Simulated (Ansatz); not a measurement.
# C4H3F: basis-set convergence

Aim: see how fast density functionals converge with the basis set for C4H3F.

Computed with Ansatz 0.2.0, Gaussian basis. Level: one geometry, several basis sets.

Plan: PBE0-D4/def2-SVP; ωB97M-V/def2-SVP; PBE0-D4/def2-QZVPP; ωB97M-V/def2-QZVPP; the functionals' def2-TZVPP values are taken from earlier runs.

## Step 1: The relaxed structure

The geometry comes from an earlier relaxation with PBE0-D4 in a triple-zeta def2 set; it is a stationary point, not always the lowest conformer.

SMILES `C=C=C=CF`, 8 atoms, charge 0, spin multiplicity 1.

Atoms are counted from 1 here; the program's logs count them from 0.

Bond lengths: C1–C2 1.308 Å, C1–H6 1.084 Å, C1–H7 1.084 Å, C2–C3 1.263 Å, C3–C4 1.308 Å, C4–F5 1.336 Å, C4–H8 1.084 Å. Angles: C2–C1–H6 121.0°, C2–C1–H7 121.0°, H6–C1–H7 118.0°, C1–C2–C3 179.6°, C2–C3–C4 177.5°, C3–C4–F5 122.4°, C3–C4–H8 125.1°, F5–C4–H8 112.5°.

## Step 2: PBE0-D4 in def2-SVP

in.yaml

```yaml
crystal:
  periodic: [false, false, false]
  atoms:
    - {symbol: C, position_ang: [-0.033029, 1.959103, 0.063740]}
    - {symbol: C, position_ang: [-0.009006, 0.651871, 0.019594]}
    - {symbol: C, position_ang: [0.021116, -0.610242, -0.026681]}
    - {symbol: C, position_ang: [0.002260, -1.917548, -0.046630]}
    - {symbol: F, position_ang: [0.979788, -2.638815, -0.603625]}
    - {symbol: H, position_ang: [-0.856147, 2.487684, 0.531684]}
    - {symbol: H, position_ang: [0.770271, 2.546593, -0.366848]}
    - {symbol: H, position_ang: [-0.783055, -2.535748, 0.373066]}
basis:
  gaussian: {orbitals: def2-SVP}
hamiltonian: {xc: pbe0, dispersion: d4}
output: {orbitals: {seedname: orbitals}}
```

Command:

```
> ansatz run in.yaml --threads 2 --pin off --events-out ev --progress --plain --max-ram 4352MiB
```

Further steps of the session: ωB97M-V in def2-SVP; PBE0-D4 in def2-QZVPP; ωB97M-V in def2-QZVPP.

**Question.** What will the summary of the whole plan be? Wanted: PBE0-D4: double and triple zeta above quadruple; ωB97M-V: double and triple zeta above quadruple.

The runs gave:

```
                                       quantity          value
PBE0-D4: double and triple zeta above quadruple  8.31, 0.36 eV
ωB97M-V: double and triple zeta above quadruple  8.56, 0.33 eV
```

What this shows: PBE0-D4 gains 7.95 eV from double to triple zeta, then 0.36 eV more. Total energies overstate the basis error of differences, where much of it tends to cancel.
